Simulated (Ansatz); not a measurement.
# CH5Si+ (SMILES C[SiH2+]): one structure at several levels

The task here is to estimate one member of a computed series from the others.

Method: single points in def2-TZVPP; program: Ansatz 0.2.0, Gaussian basis.

Cores are frozen in the correlated methods.

## The starting structure

7 atoms, charge 1, spin multiplicity 1.

Atoms are counted from 1 here; the program's logs count them from 0.

Bond lengths: C1–Si2 2.108 Å, C1–H3 1.306 Å, C1–H4 1.109 Å, Si2–H6 1.343 Å, Si2–H7 1.573 Å. Angles: Si2–C1–H3 113.6°, Si2–C1–H4 120.7°, H3–C1–H4 96.4°, C1–Si2–H6 129.2°, C1–Si2–H7 108.8°, H6–Si2–H7 119.4°.

Coordinates:

```xyz
7
charge 1, multiplicity 1
C    -0.0869   -0.8014   -0.2601
Si    0.3211    1.1118    0.5247
H    -0.6862   -1.5957    0.5851
H     0.7389   -1.4957   -0.5189
H    -1.0525   -0.7730   -1.2856
H    -0.3479    1.8065    1.4590
H     1.2736    1.8738   -0.4684
```

The first run:

run/in.yaml reads:

```yaml
crystal:
  periodic: [false, false, false]
  atoms:
    - {symbol: C, position_ang: [-0.086900, -0.801400, -0.260100]}
    - {symbol: Si, position_ang: [0.321100, 1.111800, 0.524700]}
    - {symbol: H, position_ang: [-0.686200, -1.595700, 0.585100]}
    - {symbol: H, position_ang: [0.738900, -1.495700, -0.518900]}
    - {symbol: H, position_ang: [-1.052500, -0.773000, -1.285600]}
    - {symbol: H, position_ang: [-0.347900, 1.806500, 1.459000]}
    - {symbol: H, position_ang: [1.273600, 1.873800, -0.468400]}
basis:
  gaussian: {orbitals: def2-TZVPP}
total_charge: 1
correlation: {method: ccsd_t}
output: {forces: true}
```

The command line of these runs was not kept.

Among the steps run: CCSD(T)/def2-TZVPP; PBE0-D4/def2-TZVPP; wB97M-V/def2-TZVPP; r2SCAN-D4/def2-TZVPP; PBE-D4/def2-TZVPP; LC-wPBE/def2-TZVPP; r2SCAN0-D4/def2-TZVPP.

One of the session's tables, all rows but one given; the rest of the session is left out.

| method | RMS force component (eV/Å) | angle to CCSD(T) forces (°) |
| --- | --- | --- |
| CCSD(T) | 2.410 | reference |
| PBE0-D4 | 2.462 | 1.5 |
| wB97M-V | 2.448 | 1.4 |
| r2SCAN-D4 | 2.425 | 1.6 |
| PBE-D4 | 2.365 | 3.9 |
| LC-wPBE | 2.550 | 1.9 |
| r2SCAN0-D4 | ? | ? |

Q: Estimate the row for r2SCAN0-D4 from the others.

The run gave: RMS force component (eV/Å): 2.494; angle to CCSD(T) forces (°): 1.4. In the column «RMS force component (eV/Å)» it lies between PBE0-D4 (2.462) and LC-wPBE (2.550).
